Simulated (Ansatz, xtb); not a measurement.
C5H5Cl: which of two isomers lies lower

We compare X, `ClC1=CCC=C1`, a singlet, with Y, `ClC1=CC=CC1`, a singlet. Both are isolated molecules in the gas phase, relaxed with B3LYP-D3(BJ)/def2-SVP.

X (Å):

```yaml
atoms:
  - { symbol: C, position_ang: [0.1832, -1.2678, 0.9335] }
  - { symbol: C, position_ang: [-0.3262, -0.4223, 0.0104] }
  - { symbol: C, position_ang: [0.1178, 0.9686, 0.3694] }
  - { symbol: C, position_ang: [0.9412, 0.7769, 1.6152] }
  - { symbol: C, position_ang: [0.9711, -0.5348, 1.9339] }
  - { symbol: Cl, position_ang: [-0.0226, -2.9882, 0.9923] }
  - { symbol: H, position_ang: [-0.9472, -0.6871, -0.8434] }
  - { symbol: H, position_ang: [0.7072, 1.4382, -0.4414] }
  - { symbol: H, position_ang: [-0.7401, 1.6452, 0.5471] }
  - { symbol: H, position_ang: [1.4271, 1.5892, 2.1566] }
  - { symbol: H, position_ang: [1.4778, -1.0077, 2.7750] }
```

Y (Å):

```xyz
11

C     0.7468   -0.9587    0.4232
C     1.0057   -0.8022    1.7411
C     0.3896    0.4575    2.1777
C    -0.2329    1.0521    1.1339
C    -0.0625    0.1981   -0.0938
Cl    1.2368   -2.2668   -0.5945
H     1.5714   -1.4884    2.3705
H     0.4395    0.8384    3.1991
H    -0.7776    1.9961    1.1479
H     0.4638    0.7257   -0.9101
H    -1.0269   -0.1404   -0.5149
```

Energies in hartree; the thermal terms are from GFN2-xTB frequencies at re-optimised GFN2-xTB minima (ideal gas, soft modes damped towards free rotors, one conformer each, 298.15 K, 1 atm) and include the zero-point energy:

```
                              X           Y
E, CCSD(T)/def2-SVP  −652.295442  −652.295797
    E, MP2/def2-SVP  −652.214419  −652.214804
  E, MP2/def2-TZVPP  −652.778237  −652.778151
  zero-point energy     0.081352     0.081475
       H(298 K) − E     0.087615     0.087743
       G(298 K) − E     0.052240     0.052354
```

Problem. Correct the CCSD(T) difference for the basis set by the MP2 change, then work out ΔE, ΔE₀, ΔH and ΔG for X → Y in kcal/mol (1 Eh = 627.51 kcal/mol) and the equilibrium ratio [Y]/[X].

Solution. 1. Differences Y − X: CCSD(T) −0.000355, MP2 in the small set −0.000385, MP2 in the large set +0.000086 Eh.
2. ΔE = −0.000355 + (+0.000086 − (−0.000385)) = +0.000116 Eh = +0.07 kcal/mol.
3. ΔE₀ = ΔE + ΔZPE = +0.000116 + (+0.000123) Eh = +0.15 kcal/mol.
4. ΔH = ΔE + (+0.000128) Eh = +0.15 kcal/mol.
5. ΔG = ΔE + (+0.000114) Eh = +0.14 kcal/mol, so ΔS = (ΔH − ΔG)/T = +0.1 J/(mol K).
6. kT = 0.9442 mEh, so K = [Y]/[X] = exp(−ΔG/kT) = exp(−0.24) ≈ 0.78.

The two are too close for this level to say which is favoured. An error of 1 kcal/mol in ΔG would change K by a factor of 5.4. Mirror images and further conformers aren't counted.

As drawn, both hold the same kinds of bond in the same numbers.

Other levels gave ΔE = −0.4 (GFN2-xTB); 0.0 (HF/STO-3G, GFN2-xTB geometries); −0.2 (r2SCAN-D4/def2-SVP, GFN2-xTB geometries); −0.2 (B3LYP-D3(BJ)/def2-SVP); 0.0 (HF/def2-SVP); −0.2 (MP2/def2-SVP); −0.2 (CCSD(T)/def2-SVP) kcal/mol. The correlated steps freeze 10 core orbitals. Programs: Ansatz 0.2.0, xtb 6.7.1.
